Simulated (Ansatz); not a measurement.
A made-up structure of CH6NSi (charge -1), singlet:

C1  (-1.089, 0.594, -0.139)
Si2  (0.465, -0.490, -0.032)
N3  (1.690, 0.343, 0.704)
H4  (-1.916, 0.064, -0.624)
H5  (-0.875, 1.504, -0.709)
H6  (1.318, -0.473, 1.104)
H7  (0.632, -0.983, -1.482)
H8  (-0.073, -1.787, 0.602)
H9  (2.575, -0.140, 0.816)
(Å)

It is relaxed with PBE-D4/def2-SVPD and then PBE0-D4/def2-TZVPD (Ansatz 0.2.0). Atoms count as bonded within 1.22 times the sum of their covalent radii (H–H: 0.88 Å). The end point is not checked to be a true minimum.

Problem. Does its bonding change? (Judge from chemistry; the calculation decides.)

Solution. By the calculation: Yes. Formed: none; broken: Si2–H6.

Where it ends: The first stage lowers the energy by 3.65 eV in 13 steps. It ends as CH₆NSi ([CH2][SiH2][NH2]), total charge -1:
```xyz
9
angstrom
C -1.0651 0.5413 -0.2996
Si 0.3131 -0.5513 -0.2821
N 1.6711 0.0324 0.6996
H -2.0676 0.1361 -0.1768
H -1.0304 1.5457 -0.7190
H 1.4095 0.3029 1.6389
H 1.1486 -0.9067 -1.5199
H -0.1569 -1.9236 0.1789
H 2.5036 -0.5448 0.7195
```

Labels in which every atom is bracketed show which atoms are joined, not bond orders.

For scale, one of the runs: PBE0-D4/def2-TZVPD relaxation, 171 basis functions, launched by `ansatz run in.yaml --threads 2 --pin off --events-out ev --progress --plain --max-ram 4352MiB`. Hardware: 2 CPU threads of an Arm Neoverse V1, shared host. Wall time about 26 s.
